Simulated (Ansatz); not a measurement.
# NO (nitric oxide): levels of theory compared

We compute a comparison of 6 runs (U-revPBE/STO-3G, UBHLYP/STO-3G, UMP2/STO-3G, UBCCD(T)/STO-3G, UCCSDTQ/STO-3G, UCCSD/STO-3G) of NO (nitric oxide). 

The results are computed with Ansatz 0.2.0.

32 further runs of the same task are left out: 2 that didn't finish, 30 set aside as unsound or not needed.

## 1. Starting point

NO: 2 atoms, total charge 0, spin state doublet. As SMILES, `[N]=O`. The O2–N1 distance was set to 1.710 Å, away from the relaxed value.

Bond lengths: N1–O2 1.710 Å.

## 2. A single-point energy at U-revPBE/STO-3G (run 1)

The input, in.yaml:

```yaml
crystal:
  periodic: [false, false, false]
  atoms:
    - {symbol: N, position_ang: [-0.967215, 0.354051, -0.487968]}
    - {symbol: O, position_ang: [0.483620, -0.177030, 0.243990]}
basis:
  gaussian:
    orbitals: STO-3G
total_charge: 0
magnetization:
  spin_polarized: true
  initial_magnetization: 1
hamiltonian:
  xc: {name: revPBE}
accuracy: high
```

Started as:

```
$ ansatz run in.yaml --threads 1 --pin off --max-ram 3480MiB --events-out events.jsonl --progress --plain --runs-dir runs
```

Log:

```text
Warning: RAYON_NUM_THREADS=1 ignored (pool sized by the plan → 1); use --threads N
Functional definition: revPBE
  name "revPBE"
  parameter kappa = 1.245
  parameter beta = 0.06672455060314922
  exchange = pbe_x(kappa = kappa, mu = beta*pi^2/3)
  correlation = pbe_c(beta = beta)
149 factors; integrals over basis functions are off by at most 3.1e-8 eV
mean field evaluation 1: about -3482.6152 eV, gradient 7.1e0 eV
mean field evaluation 2: about -3466.5894 eV, gradient 4.6e1 eV
mean field evaluation 4: about -3477.1527 eV, gradient 3.7e1 eV
mean field evaluation 8: about -3483.2935 eV, gradient 8.8e-2 eV
mean field evaluation 16: about -3482.9241 eV, gradient 3.8e0 eV
mean field evaluation 32: about -3483.2502 eV, gradient 6.7e-8 eV
mean field evaluation 64: about -3483.2502 eV, gradient 7.2e-8 eV
mean field -3483.25019919 eV, -128.0070837885 hartree, gradient 7.2e-8 eV, S^2 1.452549; 4 other end points of the search recorded, 0 dependent functions left out
reference -3483.25020022 eV, -128.0070838262 hartree; 8, 7 occupied and 2, 3 virtual orbitals, 149 factors
Total energy: -3483.25020022 eV, -128.0070838262 hartree
```

Wall time 1.5 s (1 thread of Arm Neoverse V1, shared host).

## 3. The energy at UBHLYP/STO-3G (run 2)

The input, molecule.yaml:

```yaml
crystal:
  periodic: [false, false, false]
  atoms:
    - {symbol: "N", position_ang: [-0.967215, 0.354051, -0.487968]}
    - {symbol: O, position_ang: [0.483620, -0.177030, 0.243990]}
basis:
  gaussian:
    orbitals: STO-3G
magnetization:
  spin_polarized: true
  initial_magnetization: 1
hamiltonian:
  xc: {name: BHLYP}
accuracy: high
```

Started as:

```
$ ansatz run molecule.yaml --threads 1 --pin off --max-ram 3480MiB --events-out events.jsonl --progress --plain --runs-dir runs
```

Log:

```text
Warning: RAYON_NUM_THREADS=1 ignored (pool sized by the plan → 1); use --threads N
Functional definition: BHLYP
  name "BHLYP"
  parameter a = 0.5
  exchange = (1 - a)*b88_x + a*exact_x
  correlation = lyp_c
149 factors; integrals over basis functions are off by at most 3.1e-8 eV
mean field evaluation 1: about -3475.9185 eV, gradient 2.5e1 eV
mean field evaluation 2: about -3417.7498 eV, gradient 8.4e1 eV
mean field evaluation 4: about -3475.7143 eV, gradient 2.5e1 eV
mean field evaluation 8: about -3476.2287 eV, gradient 2.3e1 eV
mean field evaluation 16: about -3481.4523 eV, gradient 1.4e-3 eV
mean field evaluation 32: about -3482.3816 eV, gradient 8.5e-4 eV
mean field -3482.38160956 eV, -127.9751637085 hartree, gradient 3.2e-8 eV, S^2 1.909835; 1 other end points of the search recorded, 0 dependent functions left out
reference -3482.38162026 eV, -127.9751641014 hartree; 8, 7 occupied and 2, 3 virtual orbitals, 149 factors
Total energy: -3482.38162026 eV, -127.9751641014 hartree
```

It took 1.2 s on 1 thread of Arm Neoverse V1, shared host.

Runs 3 to 5 aren't shown in full; the table further down has their settings and results.

## 4. The energy at UCCSD/STO-3G (run 6)

The input, run.yaml:

```yaml
crystal:
  periodic: [false, false, false]
  atoms:
    - {symbol: "N", position_ang: [-0.967215, 0.354051, -0.487968]}
    - {symbol: O, position_ang: [0.483620, -0.177030, 0.243990]}
basis:
  gaussian: {orbitals: STO-3G}
scf: {omitted_lower_state_checks: [cluster_reference, increment]}
magnetization: {spin_polarized: true, initial_magnetization: 1}
accuracy: high
correlation: {method: ccsd, frozen_orbitals: {"N": 1, O: 1}}
```

Started as:

```
$ ansatz run run.yaml --threads 1 --pin off --max-ram 3480MiB --events-out events.jsonl --progress --plain --runs-dir runs
```

Log:

```text
Warning: RAYON_NUM_THREADS=1 ignored (pool sized by the plan → 1); use --threads N
[... 14 lines left out ...]
2 core orbitals not correlated: weight in the atoms' cores, before any rotation towards them, 1.000 or more for the frozen orbitals, at most 0.000 for the correlated occupied ones
[... 53 lines left out ...]
Total energy: -3471.30199647 eV, -127.5679954372 hartree
Checks for a lower state left out: cluster_reference, increment
```

It took 0.3 s on 1 thread of Arm Neoverse V1, shared host.

## 5. All runs side by side

```csv
run,level,frozen core orbitals,energy (Eh),⟨S²⟩,wall time
1,U-revPBE/STO-3G,–,-128.007084,1.453,1.5 s
2,UBHLYP/STO-3G,–,-127.975164,1.910,1.2 s
3,UMP2/STO-3G,2,-127.529789,2.298,0.12 s
4,UBCCD(T)/STO-3G,2,-127.567579,2.298,0.44 s
5,UCCSDTQ/STO-3G,2,-127.572865,2.298,33 s
6,UCCSD/STO-3G,2,-127.567995,2.298,0.3 s
```

## 6. What came out

```
                                          quantity          value
                               run 6: total energy  -127.56800 Eh
run 6: correlation energy (2 core orbitals frozen)      -48.6 mEh
          run 6: ⟨S²⟩ of the reference determinant          2.298
                              run 6: T1 diagnostic          0.071
```

**Reading.** Totals of different functionals can't be ranked against each other. In runs 1, 2, 3, 4, 5, 6 the basis is minimal, so the values are rough. Spin contamination of the reference: run 3 ⟨S²⟩ = 2.30, run 4 ⟨S²⟩ = 2.30, run 5 ⟨S²⟩ = 2.30, run 6 ⟨S²⟩ = 2.30, run 2 ⟨S²⟩ = 1.91, run 1 ⟨S²⟩ = 1.45. Where it is this large, the reference is a mixture of spin states, and values that rest on it are in doubt. All runs together took 37 s, the longest 33 s.
